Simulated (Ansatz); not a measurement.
This geometry of BH₅O (7 atoms, charge 0, multiplicity 1) is a first-order saddle point.

These are results of RKS PBE/def2-SVP (Ansatz), not measurements.

```xyz
7
Properties=species:S:1:pos:R:3
B 0.072 -0.264 0.010
H -0.054 0.189 1.288
H 1.139 0.171 -0.370
H -0.964 0.050 -0.547
O 0.166 -1.796 0.413
H -0.716 -2.190 0.277
H -0.008 -0.847 1.278
```

Question: Which two structures does it join? (They come from a converged band through this point; their orientation in space is the band's.)

Answer: Bonds broken: B1–H2, O5–H7. Bonds formed: H2–H7. BH5O becomes BH3O + H2.

First end point:

```xyz
7
Properties=species:S:1:pos:R:3
B -0.019 -0.019 0.065
H -0.393 0.485 1.124
H 1.142 0.218 -0.243
H -0.827 0.041 -0.853
O 0.023 -1.679 0.395
H -0.878 -1.933 0.677
H 0.587 -1.801 1.185
```

Last end point:

```xyz
7
Properties=species:S:1:pos:R:3
B -0.019 -0.161 -1.001
H 0.363 -1.415 3.359
H 0.932 0.594 -1.065
H -0.765 -0.368 -1.947
O -0.220 -0.778 0.191
H -0.993 -1.371 0.187
H 0.337 -1.189 2.624
```

Question: How far does it lie above each of them?

Answer: 0.73 eV above the first and 1.40 eV above the second. This is the barrier of this one path; another mechanism may lie lower. The orbitals stay closed-shell, which can raise the energy where a bond breaks towards radicals; this wasn't checked here.

The run took 2.1 min on 1 thread of Arm Neoverse V1 (shared host), peak memory 0.095 GiB.
